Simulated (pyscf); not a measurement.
H₂N–NH–SiH: [singlet] + H₂ → H₂N–NH₂ + SiH₂ [singlet], a four-centre exchange (singlet surface; N–Si, H–H broken, H–N, H–Si formed). Structures and frequencies: ωB97X-D3(BJ)/def2-SVP in PySCF. Energies in kJ/mol from the separated reactants.

Small-basis levels: PySCF, no dispersion term, spherical d functions. 

Question: Quick HF/3-21G single points give ΔE‡ = 196.0 kJ/mol and ΔE = +115.2 kJ/mol. What does ωB97M-D3(BJ)/def2-TZVP give, and how far is the quick result from it?

Answer: ωB97M-D3(BJ)/def2-TZVP gives ΔE‡ = 121.4 kJ/mol and ΔE = +111.1 kJ/mol. HF/3-21G lies 74.5 kJ/mol over it in the barrier and 4.0 kJ/mol over it in the reaction energy, so on this step it does not hold to within 12.6 kJ/mol. ωB97M-D3(BJ)/def2-TZVP has limits of its own. On the product side the descent ends in an adduct with a N–Si contact, 149.6 kJ/mol under the separated species and 155.3 kJ/mol under the saddle at ωB97X-D3(BJ)/def2-TZVP. What is counted as broken (N–Si) persists as a longer contact in the product adduct; parting that adduct is a step of its own. At the saddle there is also a short H–Si contact that neither side keeps. H₂N–NH–SiH: [singlet] lies 268.6 kJ/mol over its isomer H₂N–Si:–NH₂ [singlet] (electronic energy, ωB97M-D3(BJ)/def2-TZVP). One saddle was located; it need not be the lowest between these sides.
